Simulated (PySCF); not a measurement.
## dimethyl disulfide: proton affinities at several levels

Structure: `CSSC` (C2H6S2). Atom numbers as in the mapped SMILES `[CH3:1][S:2][S:3][CH3:4]`.

All levels share the PBE0-D3(BJ)/def2-SVP structures and the PBE0-D3(BJ)/def2-SVP thermal terms; only the single-point energies (PySCF) change. Values are proton affinities (298 K, kJ/mol).

Measured (NIST Chemistry WebBook): proton affinity (−ΔH) 815 kJ/mol.

| level | S2 | time |
| --- | --- | --- |
| PBE0-D3(BJ)/6-31G | 749 | 2.3 s |
| PBE0-D3(BJ)/pcseg-1 | 790 | 3.8 s |
| PBE0-D3(BJ)/6-31G* | 791 | 3.1 s |
| PBE0-D3(BJ)/ma-def2-SVP | 792 | 4.7 s |
| M06-2X/def2-TZVP (grid 3) | 796 | 23 s |
| PBE0-D3(BJ)/6-311+G** | 798 | 6.6 s |
| PBE0-D3(BJ)/def2-SVP | 800 | 3.7 s |
| PBE0-D3(BJ)/cc-pVDZ | 801 | 4.4 s |
| M06/def2-TZVP (grid 3) | 803 | 22 s |
| ωB97M-D3(BJ)/def2-TZVP (grid 3) | 803 | 23 s |
| PBE0-D3(BJ)/pcseg-2 | 809 | 13 s |
| PBE0-D3(BJ)/cc-pVTZ | 811 | 14 s |
| PBE0-D3(BJ)/6-311++G(2d,2p) | 812 | 10 s |
| LC-ωPBE/def2-TZVP | 812 | 25 s |
| PBE0-D3(BJ)/def2-TZVP | 814 | – |
| PBE-D3(BJ)/def2-TZVP | 814 | 23 s |
| BP86-D3(BJ)/def2-TZVP | 816 | 26 s |
| HF/def2-TZVP | 818 | 3.6 s |
| ωB97X-D3(BJ)/def2-TZVP | 818 | 11 s |
| TPSSh-D3(BJ)/def2-TZVP (grid 3) | 823 | 23 s |
| B97-2/def2-TZVP | 823 | 9.2 s |
| OPBE/def2-TZVP | 832 | 23 s |

Times are wall times for all single points of a level on 1 thread of Arm Neoverse V1, a shared host; the dash marks the run that also made the structures. BP86, LC-ωPBE, OPBE, PBE ran on a slower path of this set-up, which computes the density-fitting integrals anew in every SCF cycle while the other levels store them. So the times needn't show the usual order of cost, and those levels read slower than they are.

Hartree-Fock leaves out electron correlation, so its proton affinities can be off by tens of kJ/mol.

The spread: 84 kJ/mol, from 749 to 832.

Differences come from unrounded values, so a last digit can differ from that of the printed terms.
